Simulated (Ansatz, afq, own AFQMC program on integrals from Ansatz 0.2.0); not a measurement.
## Atomization energy of CH$_{2}$Se, singlet, worked out

```xyz
4

C     0.0000    0.0000    1.4656
Se    0.0000    0.0000   -0.2750
H     0.0000    0.9241    2.0383
H     0.0000   -0.9241    2.0383
```

Connectivity, by distances: CH2–Se.

Basis cc-pVDZ. Only valence electrons are correlated. Ansatz 0.2.0 and our own AFQMC program on the same integrals; the CISD trial comes from CCSD amplitudes, and released means the phaseless constraint is let go. ± is one standard error of the sampling. No spin–orbit coupling.

Total energies in eV. CBS is CCSD(T) at the limit of def2-TZVPP/QZVPP (extrapolated itself); the highest rung of each member is named.

Cautions: inner d shell frozen; no relativity below Rb; no spin-orbit coupling; CH₂Se (singlet): restricted determinant unstable towards unrestricted (UHF 173 meV lower, ⟨S²⟩ 0.43).

```
        member  count  CCSD(T)/cc-pVDZ  highest rung in cc-pVDZ     which  CCSD(T)/CBS
   C (triplet)     +1       -1027.5122               -1027.5214       FCI   -1028.3149
  Se (triplet)     +1      -65304.2004              -65304.2086       FCI  -65307.8832
   H (doublet)     +2         -13.5861                 -13.5861       FCI     -13.6059
CH₂Se, singlet     -1      -66371.0246              -66371.0661  CCSDT(Q)  -66376.6359
```

**Question.** Work out the best estimate of the atomization energy: the CCSD(T)/CBS difference plus the step from CCSD(T) to the highest rung.

**Answer.** Sums with the counts: CCSD(T)/CBS 13.2260 eV, highest rung 12.1639 eV, CCSD(T)/cc-pVDZ 12.1398 eV. The step is 12.1639 − 12.1398 = 0.0241 eV, so the best estimate is 13.2260 + (0.0241) = 13.2501 eV = 305.6 kcal/mol. The basis set is worth 1.086 eV of it. Zero-point, core-correlation and spin–orbit terms aren't in it. Past Ne the Hartree–Fock part of each CBS total tends to overshoot, since the cores don't follow the formula; that largely cancels in the difference.

Best estimates are given only where the step beyond CCSD(T) is under 0.3 eV and no member's determinant is very poor (T1 over 0.05, or 0.07 for open shells, ⟨S²⟩ too high by 0.3, two states mixed), so the hardest cases are missing from such tables.

CCSDT and higher add their correlation energy to the determinant of the CCSD(T) run, since their own runs factorise the integrals more tightly (a shift of under 2 meV). Each member of a difference takes its own highest rung, so a best estimate needn't equal the limit plus the step of one row.
